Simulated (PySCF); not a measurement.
Frontier levels across methods

Compound: 2-methylpropanoate, C4H7O2 (charge -1).
Geometry (PBE0-D3(BJ)/def2-SVP, Å), atoms numbered from 1 in this order:
```
atom  x, y, z in Å
C1    -0.7034   -1.2190    0.1917
C2    -0.0008    0.0022   -0.3782
C3     1.3781    0.2301    0.2202
C4    -0.8953    1.3024   -0.2790
O5    -2.1226    1.1056   -0.1882
O6    -0.2722    2.3806   -0.3406
H7    -0.1725   -2.1634   -0.0346
H8    -1.7277   -1.2590   -0.2040
H9    -0.7897   -1.1381    1.2897
H10    0.1276   -0.1562   -1.4686
H11    2.0881   -0.5879   -0.0064
H12    1.7694    1.1853   -0.1572
H13    1.3124    0.3185    1.3197
```

Basis pcSseg-1 throughout (PySCF), one geometry. The structure is a single PBE0-D3(BJ)/def2-SVP conformer in the gas phase; no vibrational or solvent corrections.

Problem. How do the orbital energies and the gap change with the method?

Solution. 
```csv
method,kind,HOMO (eV),LUMO (eV),gap (eV),SCF cycles
BLYP,GGA,0.79,4.61,3.82,17
OPBE,GGA,0.73,4.90,4.17,17
PBE,GGA,0.65,4.60,3.95,15
BP86,GGA,0.51,4.63,4.12,16
LDA,LDA,0.40,4.39,3.99,16
PBE0,global hybrid,-1.05,5.38,6.43,14
HF,Hartree–Fock,-4.98,8.11,13.10,10
```

The HOMO spans 5.77 eV, from BLYP down to HF, and the gap runs from 3.82 eV (BLYP) to 13.10 eV (HF). Over the methods BLYP (0 %), OPBE (0 %), PBE (0 %), BP86 (0 %), LDA (0 %), PBE0 (25 %), HF (100 %), a straight line through the gap against the share of exact exchange rises by 0.91 eV for each 10 % (correlation coefficient 0.999). Where the HOMO energy of this anion is positive, the outermost electrons may be held by the finite basis alone.
